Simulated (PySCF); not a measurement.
Below is a simulated gas-phase P 2p photoelectron spectrum of `N[SiH2][PH3+]`.

Every computed line was given a Gaussian of 0.8 eV full width at half maximum and an area set by the number of equivalent atoms (split 2:1 within a doublet); the highest printed point is 100. Method: delta-SCF UKS SCAN, pcX-2 on the ionised atom, pcseg-1 elsewhere, spin-free X2C in PySCF.

(binding energy (eV), intensity): (142.2, 0), (142.3, 1), (142.4, 2), (142.5, 4), (142.6, 8), (142.7, 16), (142.8, 26), (142.9, 41), (143.0, 58), (143.1, 75), (143.2, 90), (143.3, 99), (143.4, 100), (143.5, 94), (143.6, 84), (143.7, 72), (143.8, 63), (143.9, 57), (144.0, 54), (144.1, 54), (144.2, 53), (144.3, 51), (144.4, 45), (144.5, 37), (144.6, 28), (144.7, 20), (144.8, 13), (144.9, 8), (145.0, 4), (145.1, 2), (145.2, 1), (145.3, 0), (145.4, 0)

**Question.** Count the maxima, the lines and the sites behind this envelope.

**Answer.** The curve has 1 maximum (at 143.4 eV). Under it lie 2 lines from 1 inequivalent phosphorus site, drawn as a 2p3/2, 2p1/2 pair. At this width some lines have no maximum of their own.

**Question.** Decompose the envelope and assign each component. Numbering: `[NH2:1][SiH2:2][PH3+:3]`.

**Answer.** 
```json
{"position (eV)": "143.35", "relative area": "0.67", "line": "P 2p3/2", "atoms": "P3", "environment": "phosphorus bonded to Si and 3 H"}
{"position (eV)": "144.24", "relative area": "0.33", "line": "P 2p1/2", "atoms": "P3", "environment": "phosphorus bonded to Si and 3 H"}
```

**Question.** What are the centre and the root-mean-square width of the whole band?

**Answer.** The area-weighted mean of the lines is 143.65 eV. Their own spread about it is 0.42 eV (rms) and each Gaussian has σ = 0.8/2.355 = 0.34 eV; the variances add, which gives 0.54 eV.

Shake-up satellites, vibrational structure and lifetime widths aren't simulated. Spin–orbit and ligand-field terms were added within each 2p shell after the spin-free SCF. 2p1/2 minus 2p3/2 (ligand field included): P 0.89 eV. The species carries charge +1, so core ionisation leaves charge +2. Geometry: PBE0-D3(BJ)/def2-SVP, one conformer, isolated ion.

The values belong to the conformer `[NH2:1][SiH2:2][PH3+:3]`: H–N1–Si2–P3 -93°, H–N1–Si2–P3 92°.
